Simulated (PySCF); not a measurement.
Does the answer move with the share of exact exchange?

Compound: NH₃.
Hydrogens: H2, H3, H4 on N1.

PySCF, def2-TZVPP basis, density fitting, gas phase, GFN2-xTB geometry. One functional is left out:

```json
{"functional": "B97-D", "exact exchange (%)": "0", "HOMO energy (eV)": "-5.95", "LUMO energy (eV)": "0.34", "dipole moment (D)": "1.529"}
{"functional": "BLYP", "exact exchange (%)": "0", "HOMO energy (eV)": "-5.83", "LUMO energy (eV)": "0.12", "dipole moment (D)": "1.535"}
{"functional": "BP86", "exact exchange (%)": "0", "HOMO energy (eV)": "-6.05", "LUMO energy (eV)": "0.36", "dipole moment (D)": "1.543"}
{"functional": "HCTH407", "exact exchange (%)": "0", "HOMO energy (eV)": "-6.11", "LUMO energy (eV)": "-0.05", "dipole moment (D)": "1.523"}
{"functional": "LDA", "exact exchange (%)": "0", "HOMO energy (eV)": "-6.03", "LUMO energy (eV)": "0.22", "dipole moment (D)": "1.602"}
{"functional": "OLYP", "exact exchange (%)": "0", "HOMO energy (eV)": "-5.80", "LUMO energy (eV)": "-0.04", "dipole moment (D)": "1.502"}
{"functional": "OPBE", "exact exchange (%)": "0", "HOMO energy (eV)": "-5.89", "LUMO energy (eV)": "0.33", "dipole moment (D)": "1.506"}
{"functional": "PBE", "exact exchange (%)": "0", "HOMO energy (eV)": "-5.92", "LUMO energy (eV)": "0.24", "dipole moment (D)": "1.537"}
{"functional": "PW91", "exact exchange (%)": "0", "HOMO energy (eV)": "-5.97", "LUMO energy (eV)": "0.08", "dipole moment (D)": "1.538"}
{"functional": "revPBE", "exact exchange (%)": "0", "HOMO energy (eV)": "-5.88", "LUMO energy (eV)": "0.24", "dipole moment (D)": "1.518"}
{"functional": "B97-2", "exact exchange (%)": "21", "HOMO energy (eV)": "-7.25", "LUMO energy (eV)": "1.05", "dipole moment (D)": "1.558"}
{"functional": "X3LYP", "exact exchange (%)": "22", "HOMO energy (eV)": "-7.35", "LUMO energy (eV)": "0.64", "dipole moment (D)": "1.572"}
{"functional": "mPW1PW91", "exact exchange (%)": "25", "HOMO energy (eV)": "-7.57", "LUMO energy (eV)": "1.01", "dipole moment (D)": "1.573"}
{"functional": "BHandHLYP", "exact exchange (%)": "50", "HOMO energy (eV)": "-9.09", "LUMO energy (eV)": "1.55", "dipole moment (D)": "1.605"}
```

**Question.** Predict the row of B3LYP (20 % exact exchange) by straight lines through the other rows, and check it.

**Answer.** 
```json
{"property": "HOMO energy (eV)", "line": "-7.21", "computed": "-7.28", "computed − line": "-0.07", "B97-2 (21 %), for comparison": "-7.25"}
{"property": "LUMO energy (eV)", "line": "0.77", "computed": "0.63", "computed − line": "-0.14", "B97-2 (21 %), for comparison": "1.05"}
{"property": "dipole moment (D)", "line": "1.563", "computed": "1.570", "computed − line": "+0.007", "B97-2 (21 %), for comparison": "1.558"}
```

**Question.** Which of these properties follows the share of exact exchange most closely, and which least?

**Answer.** Most closely the HOMO energy, least the dipole moment; the correlations over the tabulated rows are HOMO energy -0.996, LUMO energy 0.942, dipole moment 0.695. The HOMO energy moves by -0.633 eV for every 10 %. Functionals with the same share still differ in their other parts: at 0 % HCTH407 and OLYP differ by 0.31 eV in it.
